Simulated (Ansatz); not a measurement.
Compare A (`CC(N)C=O`) with its isomer B (`CN(C)C=O`).

Calculated with Ansatz (gas phase, PBE0-D4/def2-TZVP geometries, no zero-point term in ΔE). CBS: MP2 limit from def2 TZ/QZ plus the TZ coupled-cluster correction, frozen cores. DFT in def2-TZVPP. Each species was taken in one conformer, which may not be the lowest.

(1) Which is lower in electronic energy at CCSD(T)/CBS, and by how much? (Estimate.)

(2) Give E(B) − E(A) in kcal/mol with ωB97M-V, PBE-D4, LDA (SPW92), MP2/def2-TZVPP, CCSD(T)/def2-TZVPP, PBE0-D4, CCSD(T)/def2-SVP. (Estimate.)

(3) Does the order hold for the free energy at 298.15 K (harmonic terms from PBE0-D4)? (Estimate.)

Largest T1 diagnostic: 0.014.

Answers

(1) Ansatz gave: B, by 7.8 kcal/mol.

(2) Computed: ωB97M-V -9.0, PBE-D4 -12.8, LDA (SPW92) -15.5, MP2/def2-TZVPP -9.1, CCSD(T)/def2-TZVPP -8.2, PBE0-D4 -11.5, CCSD(T)/def2-SVP -11.3. None reverses the order clearly.

(3) Ansatz gave: Yes: G(B) − G(A) = -7.3 kcal/mol, for one conformer each.

From r2SCAN to r2SCAN0 (25 % exact exchange), in def2-TZVPP and without D4, E(B) − E(A) moves by +1.1 kcal/mol. At CCSD(T), def2-SVP lies −3.5 kcal/mol from the extrapolated value and def2-TZVPP −0.4 kcal/mol.
